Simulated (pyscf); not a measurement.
Single points on ωB97X-D3(BJ)/def2-SVP structures (PySCF, gas phase).

Task: F–C(F)(F)–SiH₂• (SMILES FC(F)(F)[SiH2]) + H₂ (SMILES [H][H]) -> F–C(F)(F)–SiH₃ (SMILES FC(F)(F)[SiH3]) + H• (SMILES [H])
Surface: doublet. Broken: H–H. Formed: H–Si. Give ΔE‡ and ΔE from M06-2X/def2-TZVP, relative to the separated reactants.

Result: ΔE‡ = 0.85 eV, ΔE = +0.58 eV. ωB97M-D3(BJ)/def2-TZVP gives 0.68 eV and +0.44 eV. Zero-point energy shifts the barrier by -0.04 eV. It is a hydrogen abstraction, with an imaginary mode of 1106i cm⁻¹. This is the saddle that the search found; another between the same sides may lie lower. The angle at the transferred H is 177°.
